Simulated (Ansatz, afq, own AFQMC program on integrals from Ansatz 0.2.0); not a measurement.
## AlO, doublet in 6-31G, levels against full CI

```tsv
atom	x (Å)	y (Å)	z (Å)
Al	0.0000	0.0000	0.0000
O	0.0000	0.0000	1.6200
```

Basis 6-31G. Noble-gas cores (and the filled d shells of Ga–Kr and In–Xe) are frozen. Integrals, coupled cluster, full CI and functionals: Ansatz 0.2.0; the random walks run on the same integrals in our own AFQMC program. The CISD trial takes its coefficients from CCSD amplitudes. Released means that phaseless walkers are propagated on without the constraint, phases kept. Error bars are statistical, one sigma.

Determinant: UHF, the one that the program's search chose, which needn't be the lowest solution. The geometry is a point of a scan.

Full CI on the same integrals is exact in this basis and with this determinant's frozen core.

Cautions: an unrestricted solution with more broken spin lies lower (176 meV, ⟨S²⟩ 0.90); strong correlation (T1 0.117, weight of the determinant 0.68, largest double 0.12); the released energies are still falling, so no released level is given (meV from the phaseless value at times in 1/Eh: -9 ± 3 at 0.24, -13 ± 3 at 0.51, -20 ± 4 at 0.99, -34 ± 7 at 1.62, -195 ± 161 at 2.40).

```
T1 diagnostic                               : 0.1171
weight of the determinant in the CISD state : 0.681
⟨S²⟩ of the determinant                     : 0.786
size of the correlated space                : 9 electrons in 16 orbitals
```

| level | correlation energy (eV) |
| --- | --- |
| MP2 | -3.5487 |
| CCSD | -4.5165 |
| CCSD(T) | -4.6504 |

(1) Estimate where phaseless AFQMC with the Hartree–Fock trial lies against CCSD(T) on the same integrals.

(1) 19.6 ± 2.4 kJ/mol above CCSD(T).

Reference: full CI, correlation energy -4.761 eV. The cautions show a poor starting determinant, so the rows tell how each method copes with it here, and full CI is the sure value.

| level | E − E(reference) (kJ/mol) | share of correlation (%) |
| --- | --- | --- |
| CCSD(T) | 10.7 | 97.67 |
| ph-AFQMC/HF | 30.3 ± 2.4 | 93.40 |
| ph-AFQMC/CISD | 7.1 ± 0.3 | 98.45 |

A walk keeps the symmetry of its determinant, which the program's search chose and which needn't be the lowest solution, so a lower state of the same spin and another symmetry isn't excluded.
